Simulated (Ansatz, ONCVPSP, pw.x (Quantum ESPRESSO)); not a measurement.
What a changed setting does to a pw.x run (fcc Al)

Potential: optimised norm-conserving Vanderbilt (ONCV), ONCVPSP 4.0.1.1 (patched build), LDA (Perdew-Wang 92); core [Ne], reference 3s2; waves: 3s: rc 2.10 bohr, ncon 4, nbas 7, qcut 3.9 1/bohr, 1 projector; p scattering state at 0.26 Ha: rc 2.10 bohr, ncon 3, nbas 6, qcut 3.3 1/bohr, 2 projectors, debl 0.7 Ha; d scattering state at 0.26 Ha: rc 1.65 bohr, ncon 4, nbas 9, qcut 5.8 1/bohr, 2 projectors, debl 1 Ha; local part: polynomial inside 1.45 bohr (lpopt 4, dvloc0 2 Ha); core correction: Teter function, fcfact 2.5, rcfact 1.25. In the p channel the program set the typed energies aside and used 0.050, 0.750 Ha.

The reference run (k-mesh 14³, cutoffs 50/200 Ry, Fermi–Dirac 0.01 Ry, mixing_beta 0.4, conv_thr 1e-9, no spin) gives -1.38 GPa at 15.842 Å³/atom, where all-electron LAPW gives -0.23 GPa. This run, with its own iteration cap, changes nbnd to 14.

```
&control
  calculation='scf', prefix='x', pseudo_dir='./', outdir='./tmp', tstress=.true., disk_io='none'
/
&system
  ibrav=0, nat=1, ntyp=1, ecutwfc=50, ecutrho=200, nbnd=14,
  occupations='smearing', smearing='fd', degauss=0.01
/
&electrons
  conv_thr=1e-09, mixing_beta=0.4, electron_maxstep=60
/
ATOMIC_SPECIES
Al 1.0 Al.UPF
CELL_PARAMETERS angstrom
  0.00000000 1.99339488 1.99339488
  1.99339488 0.00000000 1.99339488
  1.99339488 1.99339488 0.00000000
ATOMIC_POSITIONS crystal
Al 0.0000 0.0000 0.0000
K_POINTS automatic
14 14 14 0 0 0
```

```bash
pw.x < Al.scf.in > Al.scf.out
```

How does the run end?

It converges in 5 iterations; the free energy moves by +0.0 meV/atom and the pressure by +0.00 GPa. The result is that of the reference run.

```
Message from routine setup:
     using ibrav=0 with symmetry is DISCOURAGED, use correct ibrav instead
     lattice parameter (alat)  =       5.3273  a.u.
     unit-cell volume          =     106.9071 (a.u.)^3
     number of electrons       =         3.00
     number of Kohn-Sham states=           14
     kinetic-energy cutoff     =      50.0000  Ry
     charge density cutoff     =     200.0000  Ry
     scf convergence threshold =      1.0E-09
     Exchange-correlation= SLA  PW   NOGX NOGC
     number of k points=   104  Fermi-Dirac smearing, width (Ry)=  0.0100
     iteration #  1     ecut=    50.00 Ry     beta= 0.40
     total energy              =      -4.39192918 Ry
     estimated scf accuracy    <       0.02654351 Ry
     iteration #  2     ecut=    50.00 Ry     beta= 0.40
     total energy              =      -4.38945499 Ry
     estimated scf accuracy    <       0.00875817 Ry
     iteration #  3     ecut=    50.00 Ry     beta= 0.40
     total energy              =      -4.38963746 Ry
     estimated scf accuracy    <       0.00000761 Ry
     iteration #  4     ecut=    50.00 Ry     beta= 0.40
     total energy              =      -4.38963792 Ry
     estimated scf accuracy    <       0.00000005 Ry
     iteration #  5     ecut=    50.00 Ry     beta= 0.40
     the Fermi energy is     8.0974 ev
!    total energy              =      -4.38963793 Ry
     estimated scf accuracy    <          3.6E-10 Ry
     smearing contrib. (-TS)   =      -0.00201735 Ry
     The total energy is F=E-TS. E is the sum of the following terms:
     one-electron contribution =       2.93462851 Ry
     hartree contribution      =       0.00785606 Ry
     xc contribution           =      -1.85305664 Ry
     ewald contribution        =      -5.47704851 Ry
     convergence has been achieved in   5 iterations
          total   stress  (Ry/bohr**3)                   (kbar)     P=      -13.80
     Message from routine punch:
     Nothing written, as per user request (disk_io='none')
```

The run took about 14 s on one core of a shared host (Neoverse-N1, 64 threads, 124 GiB, load 57).
